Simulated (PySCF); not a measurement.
Isomers of C4H7N, one conformer each; single-point electronic energies without zero-point terms and without any empirical dispersion term.

Level: wB97X-D/pcSseg-2 in PySCF, non-relativistic, each on one gas-phase PBE0-D3(BJ)/def2-TZVP geometry that isn't relaxed in the solvent. The solvent is an IEF-PCM continuum (cavity from Bondi-type radii × 1.2). The model holds no explicit solvent molecules, cavitation or dispersion.

```tsv
isomer	relative energy, gas (kJ/mol)	dipole (D)
`CC(C#N)C` (isobutyronitrile)	0.0	4.20
`CCCC#N` (butanenitrile)	0.7	4.16
```

Question: How do the relative energies look in chloroform (ε = 4.711)?

Answer: 
| isomer | relative energy, solvent (kJ/mol) | E(solvent) − E(gas) (kJ/mol) | dipole in solvent (D) |
| --- | --- | --- | --- |
| `CC(C#N)C` (isobutyronitrile) | 0.0 | -20.1 | 5.08 |
| `CCCC#N` (butanenitrile) | 0.8 | -20.1 | 5.06 |

The order is unchanged. Conformers: `[CH3:1][CH2:2][CH2:3][C:4]#[N:5]` with C1–C2–C3–C4 -62°. The gains span 0.0 kJ/mol, the gas-phase energies 0.7 kJ/mol.
